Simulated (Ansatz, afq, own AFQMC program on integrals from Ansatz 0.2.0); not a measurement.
N$_{2}$H$_{3}$, doublet in cc-pVDZ, levels against AFQMC with the constraint released

```yaml
atoms:
  - { symbol: N, position_ang: [-0.0548, -0.0429, 0.5455] }
  - { symbol: N, position_ang: [0.0283, 0.1120, -0.6193] }
  - { symbol: H, position_ang: [0.2188, -0.9175, 0.9739] }
  - { symbol: H, position_ang: [0.1720, 0.7777, 1.0842] }
  - { symbol: H, position_ang: [-0.0222, -0.8203, -1.0330] }
```

Connectivity, by distances: NH2–NH.

Basis cc-pVDZ. Noble-gas cores (and the filled d shells of Ga–Kr and In–Xe) are frozen. Integrals, coupled cluster, full CI and functionals: Ansatz 0.2.0; the random walks run on the same integrals in our own AFQMC program. The CISD trial takes its coefficients from CCSD amplitudes. Released means that phaseless walkers are propagated on without the constraint, phases kept. Uncertainties: one standard error, sampling alone.

Determinant: UHF, the one that the program's search chose, which needn't be the lowest solution. The geometry is a point of a scan.

No full CI on the walks' own integrals is used here. The released AFQMC energy serves as the reference, which it does only where one determinant dominates, the energy is flat over the last release times and near the phaseless one (40 meV or 2 meV an electron, half that with transition metals). On small molecules, where full CI could be run and the noise was under 10 meV, such values lay within 10 meV of it in 19 cases of 20, a flattering rate, since the rule was set on those same cases; what remains of the bias isn't in the error bar.

Cautions: the released value is read at 2.40 1/Eh with a noise of 21 meV, more than in the cases checked (meV from the phaseless value at times in 1/Eh: -5 ± 13 at 0.24, -28 ± 13 at 0.51, -24 ± 14 at 0.99, 3 ± 18 at 1.62, -20 ± 21 at 2.40).

The T1 diagnostic is 0.0131 and the weight of the determinant in the CISD state is 0.899. The ⟨S²⟩ of the determinant is 0.761 and the size of the correlated space is 13 electrons in 41 orbitals.

| level | correlation energy (eV) |
| --- | --- |
| MP2 | -8.5693 |
| CCSD | -9.2207 |
| CCSD(T) | -9.4302 |

(1) Estimate where phaseless AFQMC with a CISD trial lies against CCSD(T) on the same integrals.

(1) 1.5 ± 1.1 kJ/mol below CCSD(T). The gap is under twice the noise, so this walk alone can't tell the two apart.

Reference: AFQMC with the constraint released, correlation energy -9.466 ± 0.021 eV.

```
        level  E − E(reference) (kJ/mol)  share of correlation (%)
      CCSD(T)                  3.5 ± 2.0                     99.62
  ph-AFQMC/HF                 -4.5 ± 8.3                    100.49
ph-AFQMC/CISD                  2.0 ± 2.3                     99.79
```

Released energies are given only where the last usable release times agree within the noise; a slower fall can still hide under it.
